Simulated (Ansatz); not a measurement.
A made-up structure of AlBH$_{2}$F, doublet:

F1  (0.546, -1.061, 1.651)
B2  (0.268, -0.521, 0.811)
Al3  (-0.172, 0.333, -0.519)
H4  (-1.671, -0.108, -0.996)
H5  (1.028, 1.357, -0.948)
(Å)

It is relaxed with PBE-D4/def2-SVP and then PBE0-D4/def2-TZVP (Ansatz 0.2.0). Atoms count as bonded within 1.22 times the sum of their covalent radii (H–H: 0.88 Å). The end point is not checked to be a true minimum.

Q: Does its bonding change? (A judgement: the text doesn't fix the answer.)

A: By the calculation: No: no bond forms or breaks.

Where it ends: The first stage lowers the energy by 4.82 eV in 6 steps. It ends as AlBH₂F ([F][B][AlH2]):
F1  (0.674, -1.309, 2.038)
B2  (0.331, -0.644, 1.002)
Al3  (-0.212, 0.411, -0.640)
H4  (-1.646, 0.093, -1.222)
H5  (0.853, 1.449, -1.177)
(Å)

Labels in which every atom is bracketed show which atoms are joined, not bond orders.

For scale, one of the runs: PBE0-D4/def2-TZVP relaxation, 111 basis functions, launched by `ansatz run in.yaml --threads 2 --pin off --events-out ev --progress --plain --max-ram 4352MiB`. Hardware: 2 CPU threads of a Oxide Virtual Turin-like, shared host. Wall time about 8.5 s.
